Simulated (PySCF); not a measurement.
## Atomic charges by several schemes

Thio-thionyl fluoride, S2F2.
Z-matrix (Å and degrees, PBE0-D3(BJ)/def2-TZVP geometry), rows numbered from 1:
```
F 
S   1  1.6057
F   2  1.6066  1   92.04
S   2  1.8587  1  107.88  3   109.60
```

Density: PBE0/pcSseg-2 (PySCF); schemes: Mulliken, IAO, Hirshfeld and ESP-fitted. Geometry: PBE0-D3(BJ)/def2-TZVP; no solvent, vibrations or thermal averaging.

Q: Tabulate the Mulliken, IAO, Hirshfeld and ESP-fitted charges.

A: In e; atoms taken as equivalent share a row and are averaged (×n: the atom named and its like, n in all):

```tsv
atom	environment	Mulliken	IAO	Hirshfeld	ESP-fitted
F1/F3	sulfur-bound fluorine	-0.240	-0.465	-0.128	-0.110
S2	sulfur bonded to 2 F and S	+0.641	+1.250	+0.379	+0.317
S4	sulfur bonded to S	-0.160	-0.321	-0.124	-0.096
```

Mean size of the charges over all atoms: IAO 0.625 e, Mulliken 0.320 e, Hirshfeld 0.190 e, ESP-fitted 0.159 e. Each set sums to the total charge, 0, to within 0.001 e. The Hirshfeld scheme weights the molecular density at each point by an atom's share of the summed free-atom densities. The Mulliken scheme counts on each atom the diagonal of the density matrix times the overlap matrix over that atom's basis functions.

Lowest charge. All schemes agree: Mulliken F1/F3 (-0.240); IAO F1/F3 (-0.465); Hirshfeld F1/F3 (-0.128); ESP-fitted F1/F3 (-0.110).

Highest charge. All schemes agree: Mulliken S2 (+0.641); IAO S2 (+1.250); Hirshfeld S2 (+0.379); ESP-fitted S2 (+0.317).

Q: How many electrons does the IAO scheme count on F3?

A: Its own charge is -0.465 e, so Z − q = 9.465.

Q: Sum the charges by element.

A: 
```csv
element,atoms,Mulliken,IAO,Hirshfeld,ESP-fitted
F,2,-0.480,-0.929,-0.255,-0.221
S,2,+0.481,+0.929,+0.255,+0.221
```
